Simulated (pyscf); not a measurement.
**Four-centre exchange: H₃C–InH–CH₃ + HF → H₃C–In(CH₃)–F + H₂**

Gas phase, singlet surface, charge 0. Bonds broken: In2–H7, F11–H12. Bonds formed: In2–F11, H7–H12. Optimised with ωB97X-D3(BJ)/def2-SVP in PySCF.

Transition state (Å):

```xyz
12

C     -2.3918     1.6164    -0.1304
In    -0.8405     0.1836     0.1771
C     -0.1527    -1.7094    -0.5280
H     -3.1705     1.2454    -0.8120
H     -2.8479     1.8608     0.8406
H     -1.9587     2.5366    -0.5506
H      0.7866     1.1945     0.8287
H      0.2352    -2.2873     0.3236
H      0.6666    -1.5574    -1.2471
H     -0.9526    -2.2810    -1.0201
F     -0.3866     0.2305     2.3544
H      0.3965     0.8302     1.7037
```

One imaginary mode, 929i cm⁻¹; descent along it reached the two sides named, in the forms told below.

| bond | change | reactant side (Å) | saddle | product side |
|---|---|---|---|---|
| In2–H7 | breaks | 1.786 | 2.023 | 2.9 |
| F11–H12 | breaks | 0.943 | 1.182 | 2.300 |
| In2–F11 | forms | 2.543 | 2.225 | 1.994 |
| H7–H12 | forms | 1.775 | 1.025 | 0.764 |

Electronic energies relative to the separated reactants (kJ/mol):

```
level                   barrier  reaction energy  reverse barrier
----------------------  -------  ---------------  ---------------
ωB97X-D3(BJ)/def2-TZVP     -4.2            -81.2             77.0
PBE/def2-TZVP             -19.6            -83.9             64.3
r²SCAN/def2-TZVP          -21.2            -88.7             67.4
B3LYP-D3(BJ)/def2-TZVP     -6.4            -84.8             78.4
PBE0-D3(BJ)/def2-TZVP      -6.3            -72.5             66.2
M06-2X/def2-TZVP           -7.4            -90.0             82.6
ωB97M-D3(BJ)/def2-TZVP      3.0            -74.8             77.8
HF/def2-TZVP               56.3            -66.9            123.2
```

With ωB97M-D3(BJ)/def2-TZVP energies and thermal terms (ideal gas, 1 atm, RRHO with modes under 100 cm⁻¹ raised to 100, one conformer, R ln 2 for rigid chiral ones), in kJ/mol:

```tsv
T (K)	ΔH‡	ΔG‡	ΔH	ΔG
298	-0.5	41.2	-80.2	-72.9
600	-2.4	84.5	-78.2	-66.2
900	-1.9	128.0	-76.9	-60.6
1200	-0.3	171.0	-76.1	-55.2
```

On the reactant side the descent ends in a complex, 31.5 kJ/mol under the separated species and 27.4 kJ/mol under the saddle at ωB97X-D3(BJ)/def2-TZVP. At ωB97X-D3(BJ), PBE, r²SCAN, B3LYP-D3(BJ), PBE0-D3(BJ), M06-2X the saddle lies under the separated reactants, which points to a path from their complex (located at ωB97X-D3(BJ) alone). At the saddle there is also a short H–In contact that neither side keeps. This is the saddle that the search found; another between the same sides may lie lower. Elements past Kr carry the def2 core potentials, without spin-orbit coupling.
